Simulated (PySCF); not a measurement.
# One molecule, a ladder of functionals, a line

Molecule: `F/C=C\F`, C2H2F2.

Molfile (atoms numbered from 1):
```
C2H2F2
     RDKit          3D

  6  5  0  0  0  0  0  0  0  0999 V2000
   -1.6093   -0.6607    0.0008 F   0  0  0  0  0  0  0  0  0  0  0  0
   -0.6273    0.2282   -0.0004 C   0  0  0  0  0  0  0  0  0  0  0  0
    0.6583   -0.1105   -0.0000 C   0  0  0  0  0  0  0  0  0  0  0  0
    1.0753   -1.3680    0.0019 F   0  0  0  0  0  0  0  0  0  0  0  0
   -0.9498    1.2719   -0.0014 H   0  0  0  0  0  0  0  0  0  0  0  0
    1.4527    0.6392   -0.0009 H   0  0  0  0  0  0  0  0  0  0  0  0
  1  2  1  0
  2  3  2  0
  3  4  1  0
  2  5  1  0
  3  6  1  0
M  END
```

GIAO shieldings (ppm, equivalent atoms averaged) in PySCF on the PBE0-D3(BJ)/def2-SVP geometry, basis pcSseg-2, gas phase, non-relativistic:

```csv
functional,exact exchange (%),σ(F1/F4),σ(C2/C3)
BLYP,0,318.9,27.0
BP86,0,320.0,32.4
PBE,0,318.7,32.1
B3LYP,20,334.8,30.9
PBE0,25,337.9,36.8
mPW1PW91,25,337.9,36.1
HF,100,383.1,49.5
```

(1) Fit each shielding as a line in the percentage of exact exchange.

(2) What does the line predict for BHandHLYP (50 %), and what does the run give?

Results:

(1) σ(F1/F4) = 320.4 + 0.64 x (rms 1.4 ppm); σ(C2/C3) = 30.3 + 0.19 x (rms 2.2 ppm). The functionals also differ in their semilocal parts, which the line can't hold; Hartree–Fock has no correlation at all.

(2) σ(F1/F4): 352.4 predicted, 355.6 computed; σ(C2/C3): 39.8 predicted, 37.0 computed ppm.
